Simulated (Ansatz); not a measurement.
Barrier height from H + CH4 (SMILES C) to the transition structure CH5, without zero-point energy, on the benchmark's geometries as Psi4's copy of the set gives them.
Transition structure (charge 0, multiplicity 2):
```
atom    x (Å)    y (Å)    z (Å)
----  -------  -------  -------
C      0.0000   0.2648   0.0000
H      1.0534   0.5167   0.0000
H     -0.5266   0.5170   0.9123
H     -0.5266   0.5170  -0.9123
H     -0.0003  -1.1178   0.0000
H      0.0001  -2.0218   0.0000
```
Reactant (charge 0, multiplicity 1):
```xyz
5

C      0.000     0.000     0.000
H      0.000     1.087     0.000
H     -0.513    -0.362     0.888
H     -0.513    -0.362    -0.888
H      1.025    -0.362     0.000
```

Open shells are unrestricted; no spin–orbit coupling.

Frozen-core correlation.

Programs: Ansatz (an electronic-structure program) with Gaussian orbitals. Each number belongs to the level named beside it.

### Question
Give the barrier height at the level CCSD(T)/cc-pVDZ.

### Answer
67 kJ/mol

### Question
Estimate the barrier height that B3LYP/def2-TZVPPD returns for this input.

### Answer
40 kJ/mol

### Question
Predict the barrier height from MP2/aug-cc-pVDZ.

### Answer
82 kJ/mol
